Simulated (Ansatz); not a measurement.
A calculation with Ansatz (development build ahead of 0.2.0).

```yaml
crystal:
  periodic: [false, false, false]
  atoms:
    - { symbol: F, position_ang: [0.0, 0.0, 0.0] }
    - { symbol: F, position_ang: [0.0, 0.0, 2.8239] }
basis:
  gaussian: { orbitals: pcseg-2 }
magnetization:
  spin_polarized: true
hamiltonian:
  xc: pbe
```

The input is written out in the form of the current development build from the run's settings.

Results

```json
{
 "Converged": "yes",
 "Total energy": "-199.33857 hartree",
 "Spin squared of the determinant": "1.003",
 "Stability test": "minimum"
}
```

Caution: the unrestricted determinant is a mixture of spin states.
